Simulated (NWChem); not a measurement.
System: AlF3; SMILES [F][Al]([F])[F]

```xyz
4

Al     0.0000     0.0000     0.0000
F     -0.4639    -1.5763     0.0000
F     -1.1332     1.1899     0.0000
F      1.5971     0.3864     0.0000
```
Atoms are numbered in this order, from 1.

All runs use the structure optimised with PBE0/def2-SVP.

Problem. List the 4 lowest vertical singlet excitations from CAM-B3LYP/def2-SVPD, TDA (NWChem).

Solution. 
| state | energy (eV) | oscillator strength | leading excitation (squared amplitude) |
|---|---|---|---|
| S1 | 8.55 | 0.000 | HOMO → LUMO (0.95) |
| S2 | 9.02 | 0.000 | HOMO−1 → LUMO (0.94) |
| S3 | 9.02 | 0.000 | HOMO−2 → LUMO (0.94) |
| S4 | 9.34 | 0.079 | HOMO−3 → LUMO (0.91) |
